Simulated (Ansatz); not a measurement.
**P2F (doublet): wave-function methods side by side, cc-pVDZ**

How much of the correlation energy of P2F (doublet) does each wave-function method recover here?

Program: Ansatz 0.2.0, Gaussian basis. Level of theory: cc-pVDZ, core rule «outside noble gas», up to 11 orbitals frozen. These are calculated values, not measurements.

Plan: UHF; CCSD(T) on ROHF; CCSD(T) on UHF; BCCD(T) on ROHF; CISD; CCSDT(Q) on ROHF; CCSDT(Q) on UHF; CASSCF and MRCISD+Q, 15 electrons in 11 orbitals; CASSCF and NEVPT2, 15 electrons in 11 orbitals.

33 further runs of the same task are left out: 11 for a known fault of the program, 10 that didn't finish, 12 set aside as unsound or not needed.

**1. The geometry**

The geometry is a PBE0/def2-TZVP stationary point (not a proven minimum) of the parent state, kept for this charge and spin.

3 atoms, charge 0, spin multiplicity 2.

Atoms are counted from 1 here; the program's logs count them from 0.

Bond lengths: F1–P2 1.607 Å, P2–P3 2.278 Å. Angles: F1–P2–P3 98.1°.

Geometry (Å):

```
F     0.0000   -0.7712    1.4069
P     0.0000    0.6376    0.6343
P     0.0000   -0.1646   -1.4973
```

**2. UHF**

Input file in.yaml:

```yaml
crystal:
  periodic: [false, false, false]
  atoms:
    - {symbol: F, position_ang: [0.000000, -0.771205, 1.406859]}
    - {symbol: P, position_ang: [0.000000, 0.637627, 0.634340]}
    - {symbol: P, position_ang: [0.000000, -0.164593, -1.497266]}
basis:
  gaussian: {orbitals: cc-pVDZ}
magnetization: {spin_polarized: true, initial_magnetization: 1}
hamiltonian: {xc: hf}
output: {orbitals: {seedname: orbitals}}
```

Run with:

```sh
$ ansatz run in.yaml --threads 1 --pin off --events-out ev --progress --plain --max-ram 2393MiB
```

The runs that follow: CCSD(T) on ROHF; CCSD(T) on UHF; BCCD(T) on ROHF; CISD; CCSDT(Q) on ROHF; CCSDT(Q) on UHF; CASSCF and MRCISD+Q, 15 electrons in 11 orbitals; CASSCF and NEVPT2, 15 electrons in 11 orbitals.

Before running them: what should the planned runs give, taken together? Wanted: RCCSDT(Q) below the RHF energy; RMP2 from RCCSDT(Q); UMP2 from RCCSDT(Q); RCCSD from RCCSDT(Q); RCCSD(T) from RCCSDT(Q); UCCSD(T) from RCCSDT(Q); UCCSDT(Q) from RCCSDT(Q); NEVPT2 valence from RCCSDT(Q); MRCISD+Q valence from RCCSDT(Q).

**Answer**, as computed:

| quantity | value |
| --- | --- |
| RCCSDT(Q) below the RHF energy | -12.4087 eV |
| RMP2 from RCCSDT(Q) | +31.22 kcal/mol |
| UMP2 from RCCSDT(Q) | +37.64 kcal/mol |
| RCCSD from RCCSDT(Q) | +13.78 kcal/mol |
| RCCSD(T) from RCCSDT(Q) | +2.57 kcal/mol |
| UCCSD(T) from RCCSDT(Q) | +4.32 kcal/mol |
| UCCSDT(Q) from RCCSDT(Q) | -0.16 kcal/mol |
| NEVPT2 valence from RCCSDT(Q) | +34.91 kcal/mol |
| MRCISD+Q valence from RCCSDT(Q) | +3.76 kcal/mol |
| levels within 1 kcal/mol (43 meV) | UCCSDT(Q) |
| T1 diagnostic | 0.035 |
| effectively unpaired electrons | 1.33 |

RCCSD(T) lands +2.57 kcal/mol from the yardstick (0.9 % of the correlation energy). CCSD(T) misses by +2.57 kcal/mol on the restricted determinant and by +4.32 kcal/mol on the unrestricted one; the two need not hold the same state or core. The occupations show some static correlation. Of the multireference levels listed MRCISD+Q valence comes nearest in total energy (+3.76 kcal/mol), which doesn't show that its space is the better one. These misses are within one basis, not against nature; the frozen cores of restricted and unrestricted runs differ, which can shift their rows.
